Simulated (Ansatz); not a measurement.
Predict the output of the script below (the Ansatz DFT code, driven from Python).

`cas.py`:
```python
"""Active-space calculation on AlH4NSi."""

import ansatz as az

mol = (
    az.Crystal.molecule()
    .atom("N", (-0.7436, -0.0078, -0.7954))
    .atom("Al", (0.2927, -1.3646, -0.0834))
    .atom("Si", (-0.12, 0.797, 0.656))
    .atom("H", (-0.1978, 0.4227, -1.6352))
    .atom("H", (1.036, -2.7821, -0.1986))
    .atom("H", (-1.1301, 1.0321, 1.6815))
    .atom("H", (0.924, 1.8347, 0.3296))
)

base = mol.calculation()
base = base.basis(gaussian="cc-pVDZ").correlation(active_electrons=4, active_orbitals=4)
for method in [None]:
    summary = (base if method is None else base.correlation(method)).run(threads=1).report
    space = summary["configurations"]
    state = space["states"][0]
    print(method or "casscf", f"total {summary['free_energy_ev'] / 27.211386246:.6f} Ha, active-space state {state['energy']['hartree']:.6f} Ha, mean field {summary['reference_energy_ev'] / 27.211386246:.6f} Ha")
    print("  determinants", state["n_determinants"], " natural occupations", [round(n, 3) for n in space["natural_occupations"]])
print("effectively unpaired electrons, sum of min(n, 2 - n):", round(sum(min(n, 2 - n) for n in space["natural_occupations"]), 3))
```

```console
$ python cas.py
casscf total -587.614627 Ha, active-space state -587.614627 Ha, mean field -587.570554 Ha
  determinants 36  natural occupations [1.976, 1.975, 0.025, 0.024]
effectively unpaired electrons, sum of min(n, 2 - n): 0.098
```

What to keep in mind:
- These settings explore the input space; basis and method may be short of convergence.
- The geometry is a force-field or estimated start, not a minimum of this method, and the basis set is short of its limit. The active space starts as a window about the frontier orbitals and is then optimised, not chosen by chemistry.
- The whole script took 5.2 s on 1 thread of Arm Neoverse V2, on a shared host, peak memory 0.19 GiB.
